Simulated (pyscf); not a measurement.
A first-order saddle from PySCF, ωB97X-D3(BJ)/def2-SVP:

```xyz
11

Bi     0.4687    -0.3760     0.0507
O     -0.3102     0.1818     2.1973
O      0.2158    -0.2920    -2.0578
O     -1.3000    -1.4736     0.1447
H     -1.0545    -0.3955     2.4174
H     -0.6337     0.0358    -2.3766
H     -1.4808    -1.7876    -0.7524
N     -0.6577     1.6261     0.3090
H     -0.6983     1.1672     1.4284
H     -0.1780     2.5144     0.1650
H     -1.5537     1.6489    -0.1784
```

Surface: singlet, charge 0. Lowest wavenumbers (cm⁻¹): 946i, 84, 125, 164, 189.

### Question
What reaction is this the transition state of?

### Answer
HO–Bi(OH)–OH + ammonia (NH₃) ⇌ H₂N–Bi(OH)–OH + water (H₂O), a four-centre exchange read from left to right: Bi–O, H–N broken and Bi–N, H–O formed. At ωB97M-D3(BJ)/def2-TZVP it lies +10.4 kcal/mol from the left side and +1.2 kcal/mol from the right (each side as separated species at their lowest minima found). On the reactant side the descent ends in an adduct with a Bi–N contact (not fully relaxed), 13.3 kcal/mol under the separated species and 21.8 kcal/mol under the saddle at ωB97X-D3(BJ)/def2-TZVP. On the product side the descent ends in a bound adduct, 12.3 kcal/mol under the separated species and 12.0 kcal/mol under the saddle at ωB97X-D3(BJ)/def2-TZVP. What is counted as formed (Bi–N) is already present as a longer contact in the reactant adduct; forming that adduct is a step of its own. This is the saddle that the search found; another between the same sides may lie lower. Elements past Kr carry the def2 core potentials, without spin-orbit coupling.
